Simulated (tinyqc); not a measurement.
Worked calculation: CISD on RHF in the sto-3g basis, for HF, spin multiplicity 1. One step of it, computed by the program tinyqc.

Question. CISD: roots. Diagonalise (each vector has its largest component positive (the first on a tie)); all determinants have Ms = 0, so triplets appear too. The lowest singlet root is the correlation energy.

Occupation strings over the orbitals (2 doubly, a alpha, b beta, 0 empty; spin orbitals ordered 1a 1b 2a 2b ...): 222220 22a22b 2a222b a2222b 22b22a 2b222a b2222a 222202 222022 220222 2ab222 a2b222 2ba222 202222 ab2222 b2a222 ba2222 022222

H - E(HF) between determinants (hartree), order 222220, 22a22b, 2a222b, a2222b, 22b22a, 2b222a, b2222a, 222202, 222022, 220222, 2ab222, a2b222, 2ba222, 202222, ab2222, b2a222, ba2222, 022222:
```
[[0.000000, 0.000000, 0.000000, 0.000000, 0.000000, 0.000000, 0.000000, 0.030148, 0.030148, 0.207622, -0.046473, 0.005658, 0.046473, 0.092996, -0.017721, -0.005658, 0.017721, 0.022314],
 [0.000000, 0.539891, -0.010724, -0.018345, -0.207622, -0.046473, 0.005658, 0.019299, 0.019299, 0.085574, 0.089937, 0.001787, -0.033285, 0.064247, -0.020049, -0.016888, 0.024200, 0.010803],
 [0.000000, -0.010724, 1.329274, 0.026820, -0.046473, -0.092996, -0.017721, 0.034890, 0.034890, -0.089937, -0.185101, 0.006709, 0.064247, 0.045636, 0.004740, 0.024200, -0.010461, 0.021456],
 [0.000000, -0.018345, 0.026820, 25.540303, 0.005658, -0.017721, -0.022314, 0.008649, 0.008649, -0.001787, 0.006709, -0.372770, 0.020049, -0.004740, -0.133930, 0.010803, 0.021456, -0.141758],
 [0.000000, -0.207622, -0.046473, 0.005658, 0.539891, -0.010724, -0.018345, -0.019299, -0.019299, -0.085574, -0.033285, -0.016888, 0.089937, -0.064247, 0.024200, 0.001787, -0.020049, -0.010803],
 [0.000000, -0.046473, -0.092996, -0.017721, -0.010724, 1.329274, 0.026820, -0.034890, -0.034890, 0.089937, 0.064247, 0.024200, -0.185101, -0.045636, -0.010461, 0.006709, 0.004740, -0.021456],
 [0.000000, 0.005658, -0.017721, -0.022314, -0.018345, 0.026820, 25.540303, -0.008649, -0.008649, 0.001787, 0.020049, 0.010803, 0.006709, 0.004740, 0.021456, -0.372770, -0.133930, 0.141758],
 [0.030148, 0.019299, 0.034890, 0.008649, -0.019299, -0.034890, -0.008649, 1.054802, 0.053770, 0.040387, 0.034876, 0.008977, -0.034876, 0.185957, -0.039698, -0.008977, 0.039698, 0.029562],
 [0.030148, 0.019299, 0.034890, 0.008649, -0.019299, -0.034890, -0.008649, 0.053770, 1.054802, 0.040387, 0.034876, 0.008977, -0.034876, 0.185957, -0.039698, -0.008977, 0.039698, 0.029562],
 [0.207622, 0.085574, -0.089937, -0.001787, -0.085574, 0.089937, 0.001787, 0.040387, 0.040387, 1.166069, 0.095592, 0.034433, -0.095592, 0.147120, -0.020741, -0.034433, 0.020741, 0.019577],
 [-0.046473, 0.089937, -0.185101, 0.006709, -0.033285, 0.064247, 0.020049, 0.034876, 0.034876, 0.095592, 1.966675, 0.026506, -0.147120, 0.106416, 0.006627, -0.020741, 0.021773, 0.018300],
 [0.005658, 0.001787, 0.006709, -0.372770, -0.016888, 0.024200, 0.010803, 0.008977, 0.008977, 0.034433, 0.026506, 26.188348, -0.020741, -0.006627, -0.203221, -0.019577, 0.018300, -0.096456],
 [0.046473, -0.033285, 0.064247, 0.020049, 0.089937, -0.185101, 0.006709, -0.034876, -0.034876, -0.095592, -0.147120, -0.020741, 1.966675, -0.106416, 0.021773, 0.026506, 0.006627, -0.018300],
 [0.092996, 0.064247, 0.045636, -0.004740, -0.064247, -0.045636, 0.004740, 0.185957, 0.185957, 0.147120, 0.106416, -0.006627, -0.106416, 2.900370, -0.014295, 0.006627, 0.014295, 0.078056],
 [-0.017721, -0.020049, 0.004740, -0.133930, 0.024200, -0.010461, 0.021456, -0.039698, -0.039698, -0.020741, 0.006627, -0.203221, 0.021773, -0.014295, 27.263224, 0.018300, -0.078056, 0.479174],
 [-0.005658, -0.016888, 0.024200, 0.010803, 0.001787, 0.006709, -0.372770, -0.008977, -0.008977, -0.034433, -0.020741, -0.019577, 0.026506, 0.006627, 0.018300, 26.188348, -0.203221, 0.096456],
 [0.017721, 0.024200, -0.010461, 0.021456, -0.020049, 0.004740, -0.133930, 0.039698, 0.039698, 0.020741, 0.021773, 0.018300, 0.006627, 0.014295, -0.078056, -0.203221, 27.263224, -0.479174],
 [0.022314, 0.010803, 0.021456, -0.141758, -0.010803, -0.021456, 0.141758, 0.029562, 0.029562, 0.019577, 0.018300, -0.096456, -0.018300, 0.078056, 0.479174, 0.096456, -0.479174, 55.415212]]
```

Give: lowest roots of this matrix, relative to E(HF); lowest vectors; <S^2> of these roots; weight of the ground state by excitation level 0, 1, 2, ....

Answer.

lowest roots of this matrix, relative to E(HF) (hartree): [-0.042, 0.327, 0.703, 1.001, 1.030, 1.187, 1.214, 1.384]

lowest vectors, order 222220, 22a22b, 2a222b, a2222b, 22b22a, 2b222a, b2222a, 222202, 222022, 220222, 2ab222, a2b222, 2ba222, 202222, ab2222, b2a222, ba2222, 022222:
```
[[0.983, 0.000, -0.061, 0.000],
 [0.017, 0.706, 0.680, 0.000],
 [-0.004, 0.041, -0.081, 0.000],
 [0.000, 0.000, 0.001, 0.000],
 [-0.017, 0.706, -0.680, 0.000],
 [0.004, 0.041, 0.081, 0.000],
 [0.000, 0.000, -0.001, 0.000],
 [-0.018, 0.000, -0.008, 0.707],
 [-0.018, 0.000, -0.008, -0.707],
 [-0.173, 0.000, -0.226, 0.000],
 [0.029, -0.023, -0.059, 0.000],
 [0.000, 0.000, 0.000, 0.000],
 [-0.029, -0.023, 0.059, 0.000],
 [-0.023, 0.000, -0.012, 0.000],
 [0.000, 0.000, 0.001, 0.000],
 [0.000, 0.000, 0.000, 0.000],
 [0.000, 0.000, -0.001, 0.000],
 [0.000, 0.000, 0.000, 0.000]]
```

<S^2> of these roots: [0.000, 2.000, 0.000, 0.000, 0.000, 0.000, 2.000, 0.000]

weight of the ground state by excitation level 0, 1, 2, ...: [0.967, 0.001, 0.033]

With one virtual orbital singles and doubles already span the full space.
